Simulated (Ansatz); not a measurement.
**USVWN5/aug-cc-pVDZ run of C2H5Si (SMILES C=C[SiH2])**

What is the energy change on altering one bond length of C2H5Si at USVWN5/aug-cc-pVDZ? 

The calculation is run with Ansatz 0.2.0.

25 further runs of the same task are left out: 25 set aside as unsound or not needed.

## 1. The molecule

The species is C2H5Si (8 atoms), meant as a doublet with charge 0. SMILES: `C=C[SiH2]`. The shape is that of a PBE0-D4/def2-TZVP optimisation.

Bond lengths: C1–C2 1.338 Å, C2–Si3 1.837 Å, C1–H4 1.086 Å, C1–H5 1.086 Å, C2–H6 1.089 Å, Si3–H7 1.487 Å, Si3–H8 1.487 Å. Angles: C1–C2–Si3 124.1°, C1–C2–H6 118.0°, Si3–C2–H6 117.8°, C2–C1–H4 121.8°, C2–C1–H5 122.0°, C2–Si3–H7 112.1°, C2–Si3–H8 113.3°, H4–C1–H5 116.2°, H7–Si3–H8 112.2°.

## 2. A single-point energy at USVWN5/aug-cc-pVDZ

molecule.yaml

```yaml
crystal:
  periodic: [false, false, false]
  atoms:
    - {symbol: C, position_ang: [-0.408600, 0.930200, -0.877900]}
    - {symbol: C, position_ang: [-0.357700, 0.348900, 0.326600]}
    - {symbol: Si, position_ang: [0.886400, -0.913500, 0.807600]}
    - {symbol: H, position_ang: [0.266200, 0.644900, -1.679900]}
    - {symbol: H, position_ang: [-1.129000, 1.708400, -1.111700]}
    - {symbol: H, position_ang: [-1.056700, 0.689200, 1.089200]}
    - {symbol: H, position_ang: [1.531500, -1.544100, -0.375100]}
    - {symbol: H, position_ang: [0.360000, -1.921200, 1.765400]}
basis:
  gaussian:
    orbitals: aug-cc-pVDZ
output: {orbitals: {seedname: orbitals}}
accuracy: high
hamiltonian:
  xc: {name: SVWN5}
magnetization:
  spin_polarized: true
  initial_magnetization: 1
```

Started as:

```console
ansatz run molecule.yaml --threads 1 --pin off --max-ram 3480MiB --events-out events.jsonl --progress --plain --runs-dir runs
```

The program printed:

```text
Warning: RAYON_NUM_THREADS=1 ignored (pool sized by the plan → 1); use --threads N
Functional definition: SVWN5
  name "SVWN5"
  exchange = slater_x
  correlation = vwn5_c
2333 factors; integrals over basis functions are off by at most 3.9e-9 eV
mean field evaluation 1: about -9957.7816 eV, gradient 5.8e1 eV
mean field evaluation 2: about -9774.3414 eV, gradient 1.4e2 eV
mean field evaluation 4: about -9977.1396 eV, gradient 1.3e1 eV
mean field evaluation 8: about -9978.7227 eV, gradient 9.4e-2 eV
mean field evaluation 16: about -9978.7207 eV, gradient 5.3e-5 eV
mean field -9978.72068953 eV, -366.7112215203 hartree, gradient 4.3e-8 eV, S^2 0.752929; 0 other end points of the search recorded, 0 dependent functions left out
reference -9978.72069862 eV, -366.7112218543 hartree; 16, 15 occupied and 102, 103 virtual orbitals, 2333 factors
Total energy: -9978.72069862 eV, -366.7112218543 hartree
```

It took 8.4 s on 1 thread of Arm Neoverse V2, shared host; peak memory 0.38 GiB.

## 3. The distorted shape, same level

job.yaml

```yaml
basis:
  gaussian:
    orbitals: aug-cc-pVDZ
crystal:
  periodic: [false, false, false]
  atoms:
    - symbol: C
      position_ang: [-0.781848, 1.308938, -1.022207]
    - symbol: C
      position_ang: [-0.730948, 0.727638, 0.182293]
    - symbol: Si
      position_ang: [0.886400, -0.913500, 0.807600]
    - symbol: H
      position_ang: [-0.107048, 1.023638, -1.824207]
    - symbol: H
      position_ang: [-1.502248, 2.087138, -1.256007]
    - symbol: H
      position_ang: [-1.429948, 1.067938, 0.944893]
    - symbol: H
      position_ang: [1.531500, -1.544100, -0.375100]
    - symbol: H
      position_ang: [0.360000, -1.921200, 1.765400]
magnetization:
  spin_polarized: true
  initial_magnetization: 1
hamiltonian:
  xc: {name: SVWN5}
accuracy: high
output:
  orbitals: {seedname: orbitals}
```

Started as:

```console
ansatz run job.yaml --threads 1 --pin off --max-ram 3480MiB --events-out events.jsonl --progress --plain --runs-dir runs
```

The program printed:

```text
Warning: RAYON_NUM_THREADS=1 ignored (pool sized by the plan → 1); use --threads N
Functional definition: SVWN5
  name "SVWN5"
  exchange = slater_x
  correlation = vwn5_c
2340 factors; integrals over basis functions are off by at most 3.4e-9 eV
mean field evaluation 1: about -9951.2900 eV, gradient 6.2e1 eV
mean field evaluation 2: about -9609.7468 eV, gradient 1.5e2 eV
mean field evaluation 4: about -9969.6791 eV, gradient 2.7e1 eV
mean field evaluation 8: about -9977.3737 eV, gradient 2.1e-1 eV
mean field evaluation 16: about -9977.3689 eV, gradient 2.8e-4 eV
mean field -9977.36888086 eV, -366.6615434681 hartree, gradient 1.5e-8 eV, S^2 0.751823; 0 other end points of the search recorded, 0 dependent functions left out
reference -9977.36889005 eV, -366.6615438058 hartree; 16, 15 occupied and 102, 103 virtual orbitals, 2340 factors
Total energy: -9977.36889005 eV, -366.6615438058 hartree
```

Wall time 8.7 s (1 thread of Arm Neoverse V2, shared host); peak memory 0.38 GiB.

## 4. Summary of results

Level: USVWN5/aug-cc-pVDZ.

```
                                                          quantity          value
                                         first shape: total energy  -366.71122 Eh
                   first shape: HOMO energy (highest over α and β)       -4.76 eV
                    first shape: LUMO energy (lowest over α and β)       -3.74 eV
                                                 first shape: ⟨S²⟩          0.753
                                     distorted shape: total energy  -366.66154 Eh
               distorted shape: HOMO energy (highest over α and β)       -5.09 eV
                distorted shape: LUMO energy (lowest over α and β)       -3.94 eV
                                             distorted shape: ⟨S²⟩          0.752
energy change with the C2–Si3 bond stretched from 1.837 to 2.388 Å       1.352 eV
```

With the C2–Si3 bond stretched from 1.837 to 2.388 Å the energy rises by 1.35 eV (31 kcal/mol). The first shape isn't relaxed at this level, so the change isn't measured from a minimum.
